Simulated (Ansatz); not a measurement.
We consider tetradymite Bi2Te3, described by PBEsol (Ansatz, a quantum-chemistry and plane-wave program, plane waves, PAW).

Run with plane-wave cutoff 500 eV, 10×10×10 k mesh, gaussian smearing 0.02 eV, scalar-relativistic PAW data made under PBE.

Computed at the level's own relaxed cell.

**Question.** Predict the volume per atom, equilibrium lattice constant a, c axis length and band gap.

**Answer.** 
volume per atom: 33.59 Å³/atom
equilibrium lattice constant a: 4.381 Å
c axis length: 30.313 Å
band gap: 0.22 eV (on the SCF k mesh)

Measured, for comparison: lattice constant a 4.386 Å, lattice parameter c 30.497 Å (temperature not stated, not corrected to a static lattice; as tabulated in Luo et al. (2012), arXiv:1308.1523). Computed (rounded) less measured: lattice constant a -0.1 %, lattice parameter c -0.6 %. A static lattice is as a rule a little smaller and stiffer than an uncorrected measurement, which narrows the difference in the lattice parameter c and would widen misses of the other sign.

Note: the cell comes from a level without a dispersion term, which matters for the spacing of layers, chains or molecules.

Spin–orbit coupling is not included; with these elements it can move the gap by several tenths of an eV or more.
